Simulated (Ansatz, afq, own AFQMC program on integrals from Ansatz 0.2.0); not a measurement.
AlBH, doublet → AlBH, quartet, worked out

```yaml
atoms:
  - { symbol: B, position_ang: [0.0000, -0.0920, 0.3143] }
  - { symbol: Al, position_ang: [0.0000, -0.0334, -1.8050] }
  - { symbol: H, position_ang: [0.0000, 0.1253, 1.4907] }
```

Connectivity, by distances: BH–Al.

Both states at this geometry.

Basis cc-pVDZ. Only valence electrons are correlated. Ansatz 0.2.0 and our own AFQMC program on the same integrals; the CISD trial comes from CCSD amplitudes, and released means the phaseless constraint is let go. Uncertainties: one standard error, sampling alone.

Total energies in eV. CBS is CCSD(T) at the limit of def2-TZVPP/QZVPP (extrapolated itself); the highest rung of each member is named.

Cautions: AlBH (doublet): an unrestricted solution with more broken spin lies lower, raised T1 diagnostic (T1 0.046, weight of the determinant 0.85, largest double 0.09), unrestricted determinant spin contaminated (⟨S²⟩ 0.85 against 0.75), the released energies are still falling, so no released level is given (meV from the phaseless value at times in 1/Eh: -5.5 ± 2.2 at 0.24, -9.9 ± 2.4 at 0.51, -12.5 ± 2.3 at 0.99, -17 ± 3 at 1.62, -20.3 ± 2.3 at 2.40), though the last usable value meets CCSDTQ within the noise, its ph-AFQMC/CISD value lies 21 ± 3 meV above CCSDTQ; AlBH (quartet): another spin lies lower, the released energies are still falling, so no released level is given (meV from the phaseless value at times in 1/Eh: -4 ± 4 at 0.24, -12 ± 5 at 0.51, -17.4 ± 2.4 at 0.99, -22.1 ± 2.3 at 1.62, -26 ± 3 at 2.40), the ph-AFQMC/CISD walk drifts between its halves (2.5 errors), its ph-AFQMC/CISD value lies 37 ± 4 meV above full CI; core correlation is missing, and it shifts such a gap most where an s electron is promoted.

| member | count | CCSD(T)/cc-pVDZ | highest rung in cc-pVDZ | which | CCSD(T)/CBS |
| --- | --- | --- | --- | --- | --- |
| AlBH, quartet | +1 | -7270.6599 | -7270.7222 | FCI | -7271.9447 |
| AlBH, doublet | -1 | -7271.0356 | -7271.0756 | CCSDTQ | -7272.3904 |

Q: Work out the best estimate of the vertical spin gap: the CCSD(T)/CBS difference plus the step from CCSD(T) to the highest rung.

A: Sums with the counts: CCSD(T)/CBS 0.4457 eV, highest rung 0.3534 eV, CCSD(T)/cc-pVDZ 0.3757 eV. The step is 0.3534 − 0.3757 = -0.0223 eV, so the best estimate is 0.4457 + (-0.0223) = 0.4234 eV. The basis set is worth 0.070 eV of it. Zero-point, core-correlation and spin–orbit terms aren't in it. Past Ne the Hartree–Fock part of each CBS total tends to overshoot, since the cores don't follow the formula; that largely cancels in the difference.

Best estimates are given only where the step beyond CCSD(T) is under 0.3 eV and no member's determinant is very poor (T1 over 0.05, or 0.07 for open shells, ⟨S²⟩ too high by 0.3, two states mixed), so the hardest cases are missing from such tables.

CCSDT and higher add their correlation energy to the determinant of the CCSD(T) run, since their own runs factorise the integrals more tightly (a shift of under 2 meV). Each member of a difference takes its own highest rung, so a best estimate needn't equal the limit plus the step of one row.
